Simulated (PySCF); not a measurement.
The dipole of `C1PCCC=1F` from its density and from atomic charges.

Coordinates (GFN2-xTB, Å) and charges (e) from the PBE0/pcSseg-1 density (PySCF):

```tsv
atom	x	y	z	Mulliken	IAO	Hirshfeld	ESP-fitted
F1	-1.549	1.707	-0.991	-0.2690	-0.2655	-0.0851	-0.2093
C2	-0.571	0.930	-0.491	+0.2635	+0.3016	+0.0919	+0.2847
C3	0.696	1.306	-0.404	-0.4361	-0.4313	-0.1422	-0.2608
P4	1.755	0.002	0.305	+0.3319	+0.3616	+0.1112	-0.2030
C5	0.340	-1.216	0.129	-0.4799	-0.4303	-0.1068	-0.1242
C6	-0.962	-0.422	0.016	-0.1994	-0.2895	-0.0757	-0.1484
H7	1.079	2.256	-0.732	+0.1298	+0.1733	+0.0494	+0.1784
H8	1.478	0.348	1.642	+0.0504	-0.0389	-0.0260	+0.1064
H9	0.338	-1.926	0.955	+0.1513	+0.1538	+0.0450	+0.0949
H10	0.520	-1.779	-0.791	+0.1614	+0.1525	+0.0404	+0.1084
H11	-1.446	-0.309	0.992	+0.1487	+0.1548	+0.0484	+0.0806
H12	-1.678	-0.898	-0.656	+0.1474	+0.1579	+0.0494	+0.0921
```

Task: Compute μ = Σ q r for each scheme (1 e·Å = 4.803 D) and compare with the dipole of the full density.

Result: The full density gives (-0.61, -1.20, 0.75) D, 1.54 D in size; dipole vectors point from the negative to the positive end.

```
    scheme     μx     μy    μz  size (D)  share of the full size (%)  angle to the full dipole (°)
  Mulliken   2.21  -2.70  1.94      4.00                         259                            57
       IAO   2.29  -2.26  1.08      3.39                         220                            66
 Hirshfeld   0.53  -0.96  0.30      1.13                          74                            53
ESP-fitted  -0.52  -1.27  0.77      1.57                         102                             4
```

Task: Which set comes closest?

Result: Length of the difference vector: ESP-fitted 0.11 D, Hirshfeld 1.25 D, IAO 3.10 D, Mulliken 3.41 D. Closest: ESP-fitted. 

Task: What is left for the Hirshfeld atoms' own dipoles?

Result: The Hirshfeld atoms' densities add up to the full density, so μ = Σ q r + Σ (atomic dipoles). The atomic dipoles sum to (-0.61, -1.20, 0.75) − (0.53, -0.96, 0.30) = (-1.14, -0.24, 0.45) D, 1.25 D in size.

Task: With the origin at the mean of the coordinates, (0.000, 0.000, -0.002) Å, which are the largest single terms, by size, of the IAO dipole along the direction of the full one?

Result: C3 +3.08, H7 -2.11, C5 -1.81, F1 +1.53, H9 +1.35 D; all 12 atoms together +1.38 D. The single terms depend on the origin, their sum doesn't.

Task: Give the size of the full dipole in other units.

Result: 1.54 D = 0.606 au = 0.321 e·Å = 5.14 × 10⁻³⁰ C·m.

The structure is a single GFN2-xTB conformer in the gas phase; no vibrational or solvent corrections.

These values come from a run that also computed NMR shieldings. Rough CPU time on one thread of a shared machine: about 40 s.
